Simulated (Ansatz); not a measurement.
Relaxation of AlFH₅N (8 atoms, charge 0, multiplicity 1), to a largest force component of 0.03 eV/Å in at most 50 steps.

Method: RKS PBE-D4/6-31G* (Ansatz 0.2.0).

```xyz
8
Properties=species:S:1:pos:R:3:forces:R:3
Al -0.055 0.426 -0.552 0.01 -0.08 0.68
N -0.023 0.100 2.528 -0.06 0.56 -0.72
H -0.826 -0.146 3.117 0.04 0.01 -0.04
H 0.819 0.043 3.112 -0.06 0.00 -0.05
H 1.415 -0.014 -0.997 0.00 0.00 -0.01
H -1.418 -0.263 -1.021 0.00 0.00 0.00
F -0.192 1.897 0.269 -0.01 0.07 -0.14
H -0.138 1.094 2.236 0.07 -0.56 0.28
```

Task: Where does it end, and by what steps?

Result: The run converged. After 8 steps the energy has fallen by 0.927 eV; H3 moved furthest, 0.70 Å. Joined: Al1–N2 (3.10 → 2.09 Å).

```tsv
step	energy less start (eV)	largest force component (eV/Å)	accepted
0	0.0000	0.720	yes
1	-0.1906	0.615	yes
2	-0.4748	1.018	yes
3	-0.7465	0.925	yes
4	-0.8558	0.934	yes
5	-0.9042	0.472	yes
6	-0.9193	0.366	yes
7	-0.9246	0.160	yes
8	-0.9269	0.016	yes
```

```xyz
8
Properties=species:S:1:pos:R:3
Al -0.056 0.460 0.005
N -0.042 0.251 2.080
H -0.814 -0.323 2.438
H 0.839 -0.133 2.442
H 1.407 -0.107 -0.377
H -1.390 -0.361 -0.385
F -0.210 2.149 0.031
H -0.151 1.201 2.458
```

Time of the run: 16 s on 1 thread of Arm Neoverse V2, with other jobs on the host, peak memory 0.12 GiB.
